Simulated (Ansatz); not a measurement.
Relaxation of BCl2H2 (5 atoms, charge 0, multiplicity 2), to a largest force component of 0.03 eV/Å in at most 50 steps.

These are results of UKS PBE-D4/def2-SVP in Ansatz, not measurements.

```xyz
5
Properties=species:S:1:pos:R:3
B 0.000 0.000 -0.383
H 0.000 0.000 2.011
Cl 1.541 0.000 -1.192
Cl -1.541 0.000 -1.192
H 0.000 0.000 2.737
```

Problem. Where does it end, and by what steps?

Solution. It converged. The force dipped under the threshold on the way, but the program's further checks kept it going. After 3 steps the energy has fallen by 0.065 eV; H5 moved furthest, 0.32 Å.

```json
{"step": "0", "energy less start (eV)": "0.0000", "largest force component (eV/Å)": "1.972", "accepted": "yes"}
{"step": "1", "energy less start (eV)": "-0.0626", "largest force component (eV/Å)": "0.055", "accepted": "yes"}
{"step": "2", "energy less start (eV)": "-0.0648", "largest force component (eV/Å)": "0.024", "accepted": "yes"}
{"step": "3", "energy less start (eV)": "-0.0654", "largest force component (eV/Å)": "0.007", "accepted": "yes"}
```

```xyz
5
Properties=species:S:1:pos:R:3
B 0.000 0.000 -0.582
H 0.000 0.000 2.282
Cl 1.540 0.000 -1.387
Cl -1.540 0.000 -1.387
H 0.000 0.000 3.054
```

The run took 9.5 s on 1 thread of Arm Neoverse V1, with other jobs on the host, peak memory 0.12 GiB.
